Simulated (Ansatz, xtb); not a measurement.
Species: CH₅N, net charge 1, doublet state. 
Coordinates optimised at B3LYP-D3(BJ)/def2-TZVP (Ansatz, a quantum-chemistry and plane-wave program):
```xyz
7

C     -0.6927     0.1184    -0.0047
N      0.6982    -0.1155    -0.0194
H     -1.2220    -0.6388    -0.5843
H     -0.9195     1.1429    -0.3019
H     -1.0405     0.0103     1.0497
H      1.0819    -1.0542    -0.1339
H      1.3693     0.6379     0.1342
```
Charge +1, spin multiplicity 2.

Harmonic wavenumbers from GFN2-xTB (xtb, at its own minimum), cm⁻¹: 181, 592, 883, 915, 1158, 1232, 1259, 1271, 1363, 1438, 2676, 2778, 3026, 3344, 3390.

Q: Give the harmonic wavenumbers at B3LYP-D3(BJ)/def2-TZVP (Ansatz, finite differences of forces, unscaled).

A: 60, 708, 911, 996, 1073, 1235, 1328, 1402, 1477, 1630, 2823, 3064, 3144, 3434, 3539 cm⁻¹. Zero-point energy 38.3 kcal/mol.

Q: From these and the geometry, give the ideal-gas thermochemistry at 298.15 K and 1 atm (rigid rotor, harmonic oscillator).

A: Point group Cs, rotational symmetry number 1. Rotational constants 106.4, 23.97, 22.21 GHz. S(trans) 36.23, S(rot) 19.28, S(vib) 5.14, S(elec, spin only) 1.38, S 62.0 cal/(mol K). H(298) - H(0) 3.05 kcal/mol; G - E(el) 22.9 kcal/mol.
